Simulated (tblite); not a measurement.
Run record: nudged-elastic-band run, butane, `CCCC`.

Computed with GFN2-xTB (tblite), gas phase: nudged elastic band of 9 images (0 to 8), spring 0.2 eV/Å², climbing image at the end, force threshold 0.05 eV/Å. The top image wasn't refined or checked by frequencies; at this threshold it can lie a kcal/mol or more above the true saddle point of the method. A driver script takes a list of jobs; this job's settings line and coordinates (Å) are shown. «atoms» counts from 0 and names the dihedral (C1–C2–C3–C4 when counted from 1); «turn» is the rotation in degrees that makes the guess of the end point.

Command:
```bash
OMP_NUM_THREADS=1 python probes_run.py task.json out
```

Input:
```
{"job": {"kind": "neb", "xc": "GFN2-xTB", "basis": "xTB", "atoms": [0, 1, 2, 3], "turn": 120}, "charge": 0, "multiplicity": 1}
C      1.872704    -0.514734     0.361074
C      0.439811    -0.063555     0.616794
C     -0.439890    -0.222313    -0.621174
C     -1.872635     0.228760    -0.364117
H      2.322184     0.073028    -0.436782
H      2.477031    -0.395597     1.257579
H      1.896533    -1.562333     0.068008
H      0.440099     0.984423     0.926089
H      0.015980    -0.650733     1.435049
H     -0.440774    -1.270935    -0.928233
H     -0.016234     0.362635    -1.441127
H     -1.897244     1.276866    -0.072934
H     -2.479496     0.107143    -1.258627
H     -2.318747    -0.358106     0.436236
```

Output:
```
image   E - E0 / eV
  0      -0.0000
  1       0.0179
  2       0.0561
  3       0.0946
  4       0.1119
  5       0.0987
  6       0.0646
  7       0.0350
  8       0.0262
```

Question: Read off the barriers.

Answer: The highest image is 4: 0.112 eV (2.58 kcal/mol) above the start and 0.086 eV (1.98 kcal/mol) above the end. The band met its force threshold.

Question: Which dihedral does each image have?

Answer: 0: 180°, 1: -165°, 2: -151°, 3: -136°, 4: -121°, 5: -107°, 6: -93°, 7: -78°, 8: -65°.

Question: Give the geometry of the highest image and of the end point.

Answer: 
Image 4:
```
atom  x, y, z in Å
C1      1.823   -0.202    0.301
C2      0.377   -0.443    0.712
C3     -0.566   -0.576   -0.496
C4     -1.682    0.463   -0.472
H5      1.911    0.704   -0.295
H6      2.453   -0.096    1.180
H7      2.194   -1.037   -0.288
H8      0.044    0.385    1.341
H9      0.334   -1.347    1.322
H10    -1.012   -1.573   -0.516
H11     0.007   -0.462   -1.418
H12    -1.264    1.468   -0.472
H13    -2.329    0.364   -1.343
H14    -2.292    0.344    0.421
```

Image 8:
```
atom  x, y, z in Å
C1      1.587    0.102    0.341
C2      0.375   -0.734    0.734
C3     -0.697   -0.793   -0.356
C4     -1.342    0.559   -0.636
H5      1.319    1.149    0.228
H6      2.357    0.032    1.106
H7      2.005   -0.251   -0.599
H8     -0.065   -0.328    1.647
H9      0.704   -1.754    0.951
H10    -1.471   -1.498   -0.043
H11    -0.252   -1.180   -1.276
H12    -0.621    1.255   -1.056
H13    -2.158    0.449   -1.346
H14    -1.742    0.986    0.282
```

Time: 1.4 s wall; peak memory 0.24 GiB. Hardware: one thread, Arm Neoverse V1 (aarch64), shared host with 64 logical CPUs at a one-minute load of 38.
